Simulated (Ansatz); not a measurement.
## Relaxing CaPb2

Computed with DFT PBE, scalar-relativistic, plane waves, PAW (Ansatz 0.2.0).

The start puts CaPb2 on the cadmium chloride structure type (R-3m, No. 166), with Ca in place of Cd, Pb in place of Cl, at a guessed volume.

The final relaxation ran on this input, with the default PAW datasets:

```yaml
crystal:
  lattice:
    - [2.3681515525, 1.3672529363, 5.3722071192]
    - [-2.3681515525, 1.3672529363, 5.3722071192]
    - [0.0, -2.7345058726, 5.3722071192]
  atoms:
    - { symbol: Ca, position: [0.0, 0.0, 0.0] }
    - { symbol: Pb, position: [0.7865441851, 0.7865441851, 0.7865441851] }
    - { symbol: Pb, position: [0.2134558149, 0.2134558149, 0.2134558149] }
basis:
  ecutwfc: 420
kpoints:
  mp_grid: { grid: [12, 12, 12] }
hamiltonian:
  xc: pbe
scf:
  occupations: { method: gaussian, width: 0.1 }
output:
  forces: true
  stress: true
  eigenvalues: true
relax:
  adjacent_minimum: "off"
  f_tol: 0.01
  max_steps: 80
  cell: { stress_tol: 0.05 }
```

Launched as:

```bash
ansatz run input.yaml --threads 1 --pin off --max-ram 2560MiB --backend cpu --events-out ev --progress --plain --runs-dir out
```

The run took 79 s on 1 thread of Intel(R) Xeon(R) Platinum 8488C (Sapphire Rapids), with other jobs on the host, peak memory 0.71 GiB.

End of the output:

```
SCF converged after 5 iterations
Free energy (F): -25630.563033 eV
Harris-Foulkes:  -25630.563033 eV  (|F-HF|=4.00e-11)
Internal energy: -25630.560085 eV  (E = F + TS)
E sigma→0 (E₀):  -25630.561559 eV
Entropy (-TS):   -0.002948 eV (-0.983 meV/atom)
Fermi energy:    8.081317 eV
--- Per-component energies (eV) ---
  E_band       = -295.334840
  E_kinetic    = 858.599839
  E_local      = -3288.107924  (includes V_loc(G=0)·N_el)
  E_nonlocal   = 762.589467
  E_hartree    = 1274.551410
  E_xc         = -577.045916
  E_vxc        = -434.351045  (∫ρ·V_xc dr)
  E_paw        = -21674.786248  (= ΣΔE_a)
  E_vpaw       = -743.168204  (= ΣTr[D̂ρ^β])
  E_aug_tail   = 0.000090  (compensation charges beyond the density's cutoff)
  E_ewald      = -2986.360805
  E_smearing   = -0.002948  (= −TS)
  E_closure    =  0.000000  (closes the sum)
  Σ components = -25630.563033   (vs F -25630.563033, Δ=0.00e0)
--- Forces (eV/Å), atoms counted from 1 ---
  atom   1  Ca     0.00000000     0.00000000     0.00000000
  atom   2  Pb     0.00000000     0.00000000    -0.00119455
  atom   3  Pb     0.00000000     0.00000000     0.00119455
  max |Σ_I F_I| component: 1.16e-18 eV/Å
--- Stress (GPa, compression-positive) ---
       -0.040536       0.000000       0.000000
        0.000000      -0.040536       0.000000
        0.000000       0.000000       0.009602
  P = ⅓ Tr σ = -0.0238 GPa (-0.238 kbar)
--- Relaxed structure (3 steps of the walk, 3 accepted, 1 SCFs on fresh bases) ---
  F+E_penalty+E_count = -25630.56303312 eV   max|allowed force component| = 1.195e-3 eV/Å   (the final SCF, on the basis selected at the relaxed cell)
  cell:  # Å, volume = 104.9623 Å³
    - [2.368854, 1.367659, 5.399657]
    - [-2.368854, 1.367659, 5.399657]
    - [0.000000, -2.735317, 5.399657]
  atoms:
    - { symbol: Ca, position: [0.000000, 0.000000, 0.000000] }
    - { symbol: Pb, position: [0.786694, 0.786694, 0.786694] }
    - { symbol: Pb, position: [0.213306, 0.213306, 0.213306] }
```

Absolute energies hang on the potentials; compare differences alone.

The result has space group R-3m (No. 166). Ca is coordinated by 8 Pb at 3.36–3.46 Å; Pb has 3 Pb at 3.12 Å and 4 Ca at 3.36–3.46 Å.

Against the elements it lies at -0.29 eV/atom. Energies over the elements count from the elements' standard structures at the same level, with no empirical corrections.

The k mesh leaves about 4 meV/atom of noise in metals. Spin–orbit coupling is left out.

Symmetry constrained the relaxation, so the result can be a saddle point.